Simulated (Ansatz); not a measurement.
CsCl-type TlCl was calculated with PBE0 (Ansatz, a program for electronic structure, plane waves, PAW).

Settings: plane-wave cutoff 520 eV, 6×6×6 k mesh, scalar-relativistic PAW data made under PBE.

Computed at the level's own relaxed cell.

Hill averages of the elastic tensor: K = 23.5 GPa, G = 8.8 GPa. Volume 29.126 Å³/atom, mean atomic mass 119.918 u.

### Question
Work out the density, the sound velocities of a polycrystal and the elastic Debye temperature at this level.

### Answer
ρ = 1.66054 × 119.918/29.126 = 6.837 g/cm³. v_l = √[(K + 4G/3)/ρ] = 2.270 km/s and v_t = √(G/ρ) = 1.135 km/s. The mean follows from 3/v_m³ = 1/v_l³ + 2/v_t³: v_m = 1.273 km/s. Θ_D = (ħ/k_B) v_m (6π²/V)^(1/3) = 76.38 K Å s/km × 1.273 × 1.2668 Å⁻¹ = 123 K, counting all atoms of the cell.
